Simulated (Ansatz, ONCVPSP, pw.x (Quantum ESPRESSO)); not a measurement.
pw.x on bcc As: one setting changed

Potential: optimised norm-conserving Vanderbilt (ONCV), ONCVPSP 4.0.1.1 (patched build), LDA (Perdew-Wang 92); core [Ar] 3d10, reference 4s2 4p3; waves: 4s: rc 1.65 bohr, ncon 3, nbas 7, qcut 4.9 1/bohr, 1 projector; 4p: rc 2.00 bohr, ncon 4, nbas 8, qcut 4.3 1/bohr, 2 projectors, debl 3.3 Ha; d scattering state at 0.15 Ha: rc 2.15 bohr, ncon 4, nbas 8, qcut 4.1 1/bohr, 2 projectors, debl 2.5 Ha; local part: polynomial inside 1.30 bohr (lpopt 5, dvloc0 0 Ha); core correction: Teter function fitted to the true core (icmod 2), fcfact 0.6.

The reference run (k-mesh 14³, cutoffs 50/200 Ry, Fermi–Dirac 0.01 Ry, mixing_beta 0.4, conv_thr 1e-9, no spin) gives -1.03 GPa at 17.854 Å³/atom, where all-electron LAPW gives 0.14 GPa. This run, with its own iteration cap, changes degauss to 0, a wrong or extreme entry chosen on purpose.

```
&control
  calculation='scf', prefix='x', pseudo_dir='./', outdir='./tmp', tstress=.true., disk_io='none'
/
&system
  ibrav=0, nat=1, ntyp=1, ecutwfc=50, ecutrho=200, nbnd=9,
  occupations='smearing', smearing='fd', degauss=0
/
&electrons
  conv_thr=1e-09, mixing_beta=0.4, electron_maxstep=70
/
ATOMIC_SPECIES
As 1.0 As.UPF
CELL_PARAMETERS angstrom
  -1.64648778 1.64648778 1.64648778
  1.64648778 -1.64648778 1.64648778
  1.64648778 1.64648778 -1.64648778
ATOMIC_POSITIONS crystal
As 0.0000 0.0000 0.0000
K_POINTS automatic
14 14 14 0 0 0
```

```bash
pw.x < As.scf.in > As.scf.out
```

Question: How does the run end?

Answer: It stops with "set_occupations: smearing requires a value for gaussian broadening (degauss)".

```
Error in routine  set_occupations (1):
      smearing requires a value for gaussian broadening (degauss)
```
